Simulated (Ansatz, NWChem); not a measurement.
**Worked example: the enthalpy of formation of C3H5N (SMILES CCC#N)**

The species is C3H5N (9 atoms), meant as a singlet with charge 0. SMILES: `CCC#N`. Geometry: relaxed at PBE0-D4/def2-TZVP.

Total energies at HF/3-21G (NWChem 7.3.0); the atoms run unrestricted:

| species | state | energy (Eh) |
| --- | --- | --- |
| C3H5N | singlet | -170.010524 |
| C | triplet | -37.481070 |
| N | quartet | -54.105390 |
| H | doublet | -0.496199 |

Harmonic wavenumbers at PBE0-D4/def2-TZVP, in cm⁻¹: 213, 220, 400, 558, 787, 857, 1038, 1096, 1110, 1287, 1347, 1410, 1464, 1490, 1498, 2383, 3066, 3070, 3104, 3150, 3153.

Measured heats of formation of the gaseous atoms at 298.15 K, in kJ/mol: C 716.9, N 472.4, H 218.0. Take 1 Eh = 2625.50 kJ/mol, 1 cm⁻¹ = 0.0119627 kJ/mol, RT = 2.479 kJ/mol.

Problem. What heat of formation follows?

Solution. 
1. Electronic atomisation energy: 3 × (-37.481070) + (-54.105390) + 5 × (-0.496199) − (-170.010524) = 0.980929 Eh = 2575.4 kJ/mol.
2. Zero-point energy: half the sum of the wavenumbers, 16350.5 cm⁻¹ = 195.6 kJ/mol.
3. Thermal vibrational enthalpy, Σ hcν̃/(exp(hcν̃/kT) − 1): 4.8 kJ/mol. Translation, rotation and pV of a non-linear molecule: 4 RT = 9.9 kJ/mol.
4. The 9 free atoms carry 5/2 RT each: 55.8 kJ/mol.
5. Spin-orbit coupling lowers the free atoms by 3 × 0.02 = 0.1 kJ/mol.
6. Atomisation enthalpy at 298 K: 2575.4 − 0.1 − 195.6 − 4.8 − 9.9 + 55.8 = 2420.8 kJ/mol.
7. Sum of the atoms' heats of formation: 3713.1 kJ/mol. Heat of formation: 3713.1 − 2420.8 = +1292.3 kJ/mol.

The tabulated value is +51.7 kJ/mol (CRC Handbook of Chemistry and Physics), so this level is off by +1240.6 kJ/mol, or 33.9 % of the atomisation enthalpy that the table implies (3661.3 kJ/mol). Hartree–Fock leaves out correlation, which is larger in the molecule than in the atoms, so it underbinds and puts the heat of formation too high. A basis without polarisation functions underbinds badly. Anharmonicity and any spin-orbit splitting of the molecule are left out.
